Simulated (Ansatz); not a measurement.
Results of PBEsol in Ansatz (plane waves, PAW) for fcc Ag.

A relaxed, unreconstructed slab of the (211) face has 24 atoms, two equal faces of 20.127 Å² each and an energy of -180531.0811 eV. A bulk cell of 6 atoms with the same orientation and in-plane k mesh has -45133.4954 eV. Energies are extrapolated to zero smearing.

Settings: plane-wave cutoff 500 eV, 8×20×1 k mesh (along the axes of the cell as run), Fermi–Dirac smearing 0.1 eV, scalar-relativistic PAW data made under PBE.

Worked out: γ = (E_slab − N E_bulk per atom)/2A = [-180531.0811 − 24 × (-45133.4954/6)]/(2 × 20.127) = 0.0721 eV/Å². With 16.022 J/m² per eV/Å² this is 1.15 J/m², or 1.45 eV per surface cell and face.

Ansatz is a program for electronic structure.
